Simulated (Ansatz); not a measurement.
Process, species as SMILES: F[SiH2]F + 2 [H][H] (H2) → 2 F (HF) + [SiH4] (SiH4)
B3LYP-D3(BJ)/def2-TZVP geometries, fixed; electronic energies without zero-point terms.

Core correlation in the energy of full hydrogenation at CCSD(T) with Ansatz (a first-principles code), in kcal/mol: frozen core against 1s of Al to Cl frozen alone. Core-valence sets carry the plain set on hydrogen.

```json
[
 {"basis": "cc-pV(D+d)Z", "functions, most": "61", "frozen core": "46.61", "1s of Al to Cl frozen alone": "46.88", "core term (second minus first)": "0.27"},
 {"basis": "cc-pCVDZ", "functions, most": "73", "frozen core": "41.22", "1s of Al to Cl frozen alone": "41.21", "core term (second minus first)": "-0.01"},
 {"basis": "cc-pV(T+d)Z", "functions, most": "127", "frozen core": "57.13", "1s of Al to Cl frozen alone": "56.79", "core term (second minus first)": "-0.33"},
 {"basis": "cc-pCVTZ", "functions, most": "173", "frozen core": "57.14", "1s of Al to Cl frozen alone": "56.73", "core term (second minus first)": "-0.41"},
 {"basis": "cc-pwCVTZ", "functions, most": "173", "frozen core": "58.72", "1s of Al to Cl frozen alone": "58.49", "core term (second minus first)": "-0.23"},
 {"basis": "cc-pV(Q+d)Z", "functions, most": "234", "frozen core": "58.44", "1s of Al to Cl frozen alone": "57.81", "core term (second minus first)": "-0.63"}
]
```

The largest core-valence set, cc-pwCVTZ, gives a core term of -0.23 kcal/mol; the valence set cc-pV(Q+d)Z, which lacks functions for the core, gives -0.63.
